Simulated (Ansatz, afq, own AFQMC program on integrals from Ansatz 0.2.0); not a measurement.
# Al₂H₂, triplet: AFQMC among the cluster methods

```
atom   x (Å)    y (Å)    z (Å)
  Al  0.0000  -0.1535   1.3084
  Al  0.0000   0.1535  -1.3084
   H  0.0000   1.1439   2.2825
   H  0.0000  -1.1439  -2.2825
```

Connectivity, by distances: AlH–AlH.

Basis 6-31G. Only valence electrons are correlated. Integrals, coupled cluster, full CI and functionals: Ansatz 0.2.0; the random walks run on the same integrals in our own AFQMC program. ph-AFQMC/CISD is guided by a CISD state made of CCSD amplitudes; releasing the constraint for a short imaginary time cuts its bias at the price of noise, slowly where states lie close. ± is one standard error of the sampling.

Determinant: ROHF, the one that the program's search chose, which needn't be the lowest solution. The geometry is a PBE0/def2-TZVP stationary point of this or a neighbouring charge and spin state.

Full CI on the same integrals is exact in this basis and with this determinant's frozen core.

Cautions: another spin lies lower (by 642 meV); a spin-contaminated unrestricted determinant lies lower (UHF 243 meV lower, ⟨S²⟩ 2.11); the search met a lower determinant of the same kind, perhaps of another symmetry (192 meV lower), and this one is a saddle point; the released energies are still falling, so no released level is given (meV from the phaseless value at times in 1/Eh: 2 ± 6 at 0.24, 2 ± 5 at 0.51, -5 ± 4 at 0.99, -12 ± 4 at 1.62, -14 ± 4 at 2.40), though the last usable value meets full CI within the noise; the ph-AFQMC/CISD walk drifts between its halves (2.8 errors).

The T1 diagnostic is 0.0289. The weight of the determinant in the CISD state is 0.887 and the size of the correlated space is 8 electrons in 20 orbitals.

```json
{"level": "MP2", "correlation energy (eV)": "-1.8300"}
{"level": "CCSD", "correlation energy (eV)": "-2.5283"}
{"level": "CCSD(T)", "correlation energy (eV)": "-2.5990"}
```

Q: Estimate where full CI lies against CCSD(T) on the same integrals.

A: 41.6 meV below CCSD(T).

Reference: full CI, correlation energy -2.641 eV.

```
        level  E − E(reference) (meV)  share of correlation (%)
      CCSD(T)                    41.6                     98.42
        CCSDT                     7.7                     99.71
     CCSDT(Q)                     2.4                     99.91
ph-AFQMC/CISD              15.8 ± 6.1                     99.40
```

CCSDT and higher add their correlation energy to the determinant of the CCSD(T) run, since their own runs factorise the integrals more tightly (a shift of under 2 meV). A walk keeps the symmetry of its determinant, which the program's search chose and which needn't be the lowest solution, so a lower state of the same spin and another symmetry isn't excluded.
